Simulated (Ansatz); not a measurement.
Molecule (SMILES): Cl[B]Cl, doublet.
Atoms: B1, Cl2, Cl3. Bonds: B1-Cl2, B1-Cl3.

Basis-set convergence of the lowest harmonic wavenumber at HF with Ansatz (a first-principles code). Each level at its own minimum, finite differences of forces, unscaled; the reference is a large set that could be run, not a limit. All functions are spherical. The program fits the integrals of some runs and decomposes those of others, by size. Open shells are unrestricted. No added dispersion term, no relativity. Reference: the value in aug-pcseg-2, 296 cm⁻¹. Deviations are taken from unrounded values.

| basis | functions | lowest harmonic wavenumber (cm⁻¹) | minus reference (cm⁻¹) |
|---|---|---|---|
| STO-3G | 23 | 305 | 9 |
| 6-31G | 35 | 289 | -7 |
| def2-SVP | 50 | 297 | 1 |
| pcseg-2 | 98 | 298 | 2 |
| def2-TZVP | 105 | 296 | 0 |
| def2-TZVPD | 129 | 295 | -1 |
| 6-311++G(3df,3pd) | 133 | 297 | 1 |
| aug-pcseg-2 | 146 | 296 | 0 |
| aug-cc-pV(T+d)Z | 156 | 295 | -1 |

The smallest set listed that lies within 20 cm⁻¹ of the reference with all its larger relatives (same family, alike in diffuse functions; a set with none counts only in the reference's own line) is STO-3G (23 functions, 9 cm⁻¹ off). Inside, with no larger relative to test it: pcseg-2, 6-311++G(3df,3pd), aug-cc-pV(T+d)Z. (Relatives not listed, tested too: 3-21G -7, 6-31G* 6, 6-31G** 6, 6-311G** 3, def2-TZVPP 0, def2-TZVPPD -1 cm⁻¹.)
